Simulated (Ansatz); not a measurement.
Consider the isomerisation: `C/C=C\C=O` → `C=C/C=C\O`.

Program: Ansatz. Geometries: PBE0-D4/def2-TZVP. ΔE: electronic, gas phase. CBS: MP2 limit from def2 TZ/QZ plus the TZ coupled-cluster correction, frozen cores. This one scheme is used for every species. Double bonds are as drawn, so ΔE can hold a change between cis and trans. Functionals use def2-TZVPP. B3LYP here is the variant with VWN-RPA as its local correlation; programs differ in this. Each species was taken in one conformer, which may not be the lowest.

`C/C=C\C=O`:

Z-matrix (Å, degrees):
```
C
C 1 1.487
H 1 1.095 2 109.9
H 1 1.095 2 109.9 3 116.6
H 1 1.088 2 113.9 3 -121.7
C 2 1.337 1 128.4 3 121.6
H 2 1.089 1 114.7 3 -58.4
C 6 1.461 2 125.3 1 0.0
H 6 1.086 2 119.9 1 180.0
O 8 1.208 6 123.3 2 -180.0
H 8 1.108 6 116.7 2 0.1
```

`C=C/C=C\O`:

Cartesian coordinates in Å:
```
C 1.714 0.739 -0.764
C 0.695 -0.023 -0.364
C -0.477 0.461 0.324
C -1.511 -0.286 0.734
O -1.669 -1.616 0.593
H 1.719 1.810 -0.587
H 2.569 0.318 -1.277
H 0.761 -1.091 -0.576
H -0.536 1.523 0.532
H -2.358 0.153 1.246
H -0.908 -1.989 0.137
```

```csv
level,ΔE (kJ/mol),difference from CCSD(T)/CBS
PBE-D4,28.6,-0.1
r2SCAN-D4,28.7,0.0
PBE0-D4,29.5,0.8
B3LYP-D4,31.6,2.9
ωB97X-V,38.7,10.0
ωB97M-V,32.6,3.9
B2PLYP,33.9,5.2
PBE,28.9,0.2
r2SCAN,28.7,0.0
PBE0,29.6,0.9
B3LYP,31.9,3.2
HF/def2-TZVPP,43.5,14.8
MP2/def2-TZVPP,32.6,3.9
SCS-MP2/def2-TZVPP,37.1,8.4
CCSD/def2-TZVPP,33.9,5.2
CCSD(T)/def2-TZVPP,32.6,3.9
HF/def2-QZVPP,43.5,14.8
MP2/def2-QZVPP,30.3,1.6
SCS-MP2/def2-QZVPP,35.0,6.3
HF/CBS(def2),43.5,14.8
MP2/CBS(def2),28.7,0.0
CCSD/CBS(def2),30.1,1.4
CCSD(T)/CBS,28.7,0
```

Largest T1 diagnostic among the species: 0.014.

In def2-TZVPP, CCSD(T) changes the Hartree–Fock value by −10.8 kJ/mol (the triples alone add −1.3 kJ/mol) and MP2 by −10.9 kJ/mol.

CCSD(T)/CBS has its own doubt, a few kJ/mol and more with outer-core shells, so smaller differences from it don't rank the levels.
